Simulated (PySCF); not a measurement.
# EPR parameters of C4H9O

Compound: C4H9O (doublet state).
Structure used (GFN2-xTB), in Å, numbered top down from 1:
```xyz
14
C4H9O angstrom
C     -0.353    1.439   -0.403
C      0.167    0.055   -0.254
C      1.549   -0.160    0.242
C     -0.778   -1.092   -0.288
O     -1.258   -1.463    1.009
H      0.426    2.107   -0.768
H     -0.702    1.851    0.554
H     -1.195    1.468   -1.094
H      1.592   -0.117    1.337
H      2.223    0.607   -0.138
H      1.917   -1.141   -0.053
H     -0.285   -1.998   -0.654
H     -1.636   -0.867   -0.938
H     -1.667   -0.689    1.411
```

The hyperfine couplings belong to this conformer and change with its torsions.

Identity: `C[C](C)CO` [radical].

Method: UKS B3LYP, pcH-1 on C H O, non-relativistic, mean-field spin-orbit, GIAO in PySCF. The structure is a single GFN2-xTB conformer in the gas phase; no vibrational or solvent corrections. GFN2-xTB frequencies show an imaginary mode (65i cm⁻¹), so this geometry is no minimum at that level. The geometry wasn't refined by DFT: couplings that depend on bond lengths, twists or pyramidal angles can differ widely from those at the functional's own minimum. Stability of the SCF solution: not tested.

```json
{
  "g1, g2, g3": "2.00219, 2.00257, 2.00286",
  "g_iso": "2.00254",
  "Form of g": "rhombic: the two nearest values differ by 42 % of g3 − g1",
  "⟨S²⟩": "0.7540 (exact 0.7500)",
  "α and β electrons": "21, 20",
  "Total energy": "-233.03105 Eh"
}
```

Isotropic coupling and dipolar principal values T1 to T3, in G; ρ(0) is the spin density at the nucleus (MHz turned into gauss with g_iso; 10 G = 1 mT):

```tsv
atom	isotope	a_iso	T1	T2	T3	Mulliken spin population	ρ(0) (bohr⁻³)
C1	13C	-11.4	-0.7	-0.2	0.8	-0.08	-0.0283
C2	13C	36.6	-28.0	-28.0	56.1	0.95	0.0912
C3	13C	-11.2	-0.7	-0.2	0.9	-0.08	-0.0280
C4	13C	-8.0	-0.5	-0.3	0.8	-0.05	-0.0200
O5	17O	-11.0	-8.6	4.1	4.5	0.05	0.0507
H6	1H	14.3	-1.7	-1.5	3.2	0.02	0.0090
H7	1H	51.1	-1.7	-1.1	2.8	0.07	0.0321
H8	1H	10.6	-1.7	-1.5	3.2	0.01	0.0067
H9	1H	49.4	-1.7	-1.1	2.8	0.06	0.0310
H10	1H	13.1	-1.7	-1.5	3.1	0.02	0.0082
H11	1H	11.0	-1.7	-1.5	3.2	0.01	0.0069
H12	1H	10.0	-2.2	-1.2	3.3	0.01	0.0063
H13	1H	2.2	-2.2	-1.3	3.5	0.00	0.0014
H14	1H	-2.1	-3.1	-0.2	3.4	0.00	-0.0013
```

Largest spin populations (Mulliken): C2 (+0.95), C1 (-0.08), C3 (-0.08) and H7 (+0.07). C2 is the only atom above +0.15. The positive populations add up to 1.20 and the negative ones to -0.20, together 2S = 1. The angles at C2 add up to 358.4°, so it is nearly planar.

Axes: g3 points within 7° of the C2–C4 bond.

Under fast tumbling the dipolar parts average out, and these isotropic splittings remain: 6 × 1H (H6 (×6), I = 1/2, 7 lines) with 2.49 mT, 2 × 1H (H12/H13, I = 1/2, 3 lines) with 0.61 mT and 1 × 1H (H14, I = 1/2, 2 lines) with 0.21 mT.

Means are taken over nuclei equivalent by connectivity, which assumes that they swap fast. The six 1H nuclei of mean +69.9 MHz run from 29.8 to 143.3 MHz in the frozen geometry. The 1H value of +17.2 MHz is a mean of couplings from 6.3 to 28.2 MHz in this one geometry, not an average over conformers.

The 13C coupling of C2 (102.5 MHz) shows only in satellite lines or after enrichment, since that isotope makes up about 1.07 % of natural carbon.

The 17O coupling of O5 (-30.8 MHz) shows only in satellite lines or after enrichment, since that isotope makes up about 0.038 % of natural oxygen.

Rough CPU time on one thread of a shared machine: about 1.6 min (with the writing of density and orbital grids).
